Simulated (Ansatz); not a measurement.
Ansatz input

```yaml
crystal:
  lattice:
    - [-2.5367939014, 2.5367939014, 2.5367939014]
    - [2.5367939014, -2.5367939014, 2.5367939014]
    - [2.5367939014, 2.5367939014, -2.5367939014]
  atoms:
    - { symbol: Ba, position: [0.0, 0.0, 0.0] }
hamiltonian:
  xc: r2scan
  pseudopotentials:
    kind: paw
    azcp:
      Ba: "pseudopotentials/Ba.paw.azcp"
basis:
  ecutwfc: 500
  fft_grid_basis: typed
kpoints:
  mp_grid: { grid: [9, 9, 9], shift: [0, 0, 0] }
magnetization:
  spin_polarized: false
scf:
  occupations: { method: fermi_dirac, width: 1.0 }
  lower_state_search: "off"
output:
  stress: true
```

Output

```
band count auto-derived: 16 (N_el = 10.0; filled up to band 5; 9 by the electrons, moments and atoms)
Engine: ansatz 0.2.0, x86_64-unknown-linux-gnu
Pseudopotentials: kind: paw
Pseudopotential: Ba, paw, valence charge 10, recommended cutoff 500 eV (meta_gga) 
Functional definition: r2SCAN
  parameter k0 = 0.174
  parameter k1 = 0.065
  parameter a1 = 4.9479
  exchange = r2scan_x(k0 = k0, k1 = k1, a1 = a1)
  correlation = r2scan_c
Crystal: 1 atoms, lattice volume = 65.300 Å³
Basis set: ecut = 500 eV, 1601 PW (Γ), exchange–correlation on 144×144×144 points (64 copies of the dense FFT grid, shifted against one another)
Bands: 16, of which v1, the nominal top of the filled ones, is band 5 counted from 1 (4 counted from 0)
Symmetry: 48 space group operations
Space group: Im-3m (ITA 229), of the structure as read, at distance tolerance 4.0e-5 Å
k-points: 35 of 729
Non-local potential: Ba, projectors of the file, l = 0: 3, l = 1: 2, l = 2: 2, l = 3: 2
PAW form: soft (Blöchl's): semilocal exchange-correlation on the pseudo side does not see the compensation charge
PAW frozen core: Ba, regenerated for the run's functional (the file was generated under x = pbe(κ = 0.804, μ = 0.2195149727645171), c = pbe(β = 0.06672455060314922))
PAW one-centre angular grid: Ba, 302 points (default); XC on 160 Gauss nodes
Initial density: superposition of atomic densities (neutral atoms: chi_scale 0, normalization atom), corrected by the library's trained network
Initial wavefunctions: pseudopotential atomic-orbital guess
Functional: x = r2scan, c = r2scan; τ floored in thin density (d = 2e-4 eV/Å³)
SCF iter   1: F=-5966.680191 eV  HF=-5966.611431 eV  |F-HF|=6.88e-2  |Δ(HF+E_count)|=         —  Δρ=4.68e-3  dr2=1.57e-2  dr2_τ=1.94e-3  ethr=1.77e-3  ⟨swp⟩=9.7  Hψ=11165  notcnv=0
automatic band count: the SCF goes on with 27 bands, as 16 were too few: the levels above would move the free energy
SCF iter   2: F=-5966.685801 eV  HF=-5966.684928 eV  |F-HF|=8.73e-4  |Δ(HF+E_count)|=   7.35e-2  Δρ=3.10e-3  dr2=8.15e-3  dr2_τ=1.28e-4  ethr=1.57e-4  ⟨swp⟩=2.1  Hψ=1776  notcnv=0
SCF iter   3: F=-5966.686709 eV  HF=-5966.686140 eV  |F-HF|=5.69e-4  |Δ(HF+E_count)|=   1.21e-3  Δρ=6.42e-4  dr2=3.26e-4  dr2_τ=3.14e-5  ethr=8.15e-5  ⟨swp⟩=3.0  Hψ=1362  notcnv=0
SCF iter   4: F=-5966.686794 eV  HF=-5966.686675 eV  |F-HF|=1.20e-4  |Δ(HF+E_count)|=   5.34e-4  Δρ=3.50e-4  dr2=6.87e-5  dr2_τ=3.57e-6  ethr=3.26e-6  ⟨swp⟩=2.9  Hψ=1533  notcnv=0
SCF iter   5: F=-5966.686820 eV  HF=-5966.686816 eV  |F-HF|=3.64e-6  |Δ(HF+E_count)|=   1.41e-4  Δρ=5.25e-5  dr2=2.42e-6  dr2_τ=4.40e-8  ethr=6.87e-7  ⟨swp⟩=2.5  Hψ=1440  notcnv=0
SCF iter   6: F=-5966.686820 eV  HF=-5966.686820 eV  |F-HF|=2.57e-7  |Δ(HF+E_count)|=   4.16e-6  Δρ=1.06e-5  dr2=1.07e-7  dr2_τ=3.62e-9  ethr=2.42e-8  ⟨swp⟩=2.3  Hψ=1456  notcnv=0
SCF iter   7: F=-5966.686820 eV  HF=-5966.686820 eV  |F-HF|=7.66e-9  |Δ(HF+E_count)|=   3.13e-7  Δρ=1.82e-6  dr2=2.30e-9  dr2_τ=1.23e-10  ethr=1.00e-9  ⟨swp⟩=4.0  Hψ=1909  notcnv=0
SCF 1 converged in 7 iterations: F = -5966.686820 eV  dr2 = 2.30e-9
SCF converged after 7 iterations
Free energy (F): -5966.686820 eV
Harris-Foulkes:  -5966.686820 eV  (|F-HF|=7.66e-9)
Internal energy: -5962.895121 eV  (E = F + TS)
E sigma→0 (E₀):  -5964.790971 eV
Entropy (-TS):   -3.791700 eV (-3791.700 meV/atom)
Fermi energy:    5.211913 eV
--- Per-component energies (eV) ---
  E_band       = -89.288359
  E_kinetic    = 168.668653
  E_local      = -387.982270  (includes V_loc(G=0)·N_el)
  E_nonlocal   = 56.071815
  E_hartree    = 123.491865
  E_xc         = -155.064867
  E_vxc        = -144.905363  (∫ρ·V_xc dr)
  E_paw        = -5251.714695  (= ΣΔE_a)
  E_vpaw       = -35.379170  (= ΣTr[D̂ρ^β])
  E_aug_tail   = -0.000001  (compensation charges beyond the density's cutoff)
  E_vtau       = 7.254112  (kinetic-family band-sum trace: ∫τ·v_τ [+ j·A + Jᵃ·Aᵃ] dr)
  E_ewald      = -516.436036
  E_core_change = 0.070416  (= ΣΔE_core)
  E_smearing   = -3.791700  (= −TS)
  E_closure    = -0.000000  (closes the sum)
  Σ components = -5966.686820   (vs F -5966.686820, Δ=0.00e0)
--- Stress (GPa, compression-positive) ---
        1.419319       0.000000      -0.000000
       -0.000000       1.419319      -0.000000
       -0.000000       0.000000       1.419319
  P = ⅓ Tr σ = 1.4193 GPa (14.193 kbar)
```

Command:

```sh
ansatz run input.yaml --threads 2 --pin off --max-ram 5120MiB --backend cpu --events-out ev --progress --plain --runs-dir out
```

On 2 threads of Intel(R) Xeon(R) Platinum 8375C CPU @ 2.90GHz (Ice Lake) (shared host) this took about 4.1 s of wall time and 7.6 s of CPU time, with 0.59 GiB at the peak.
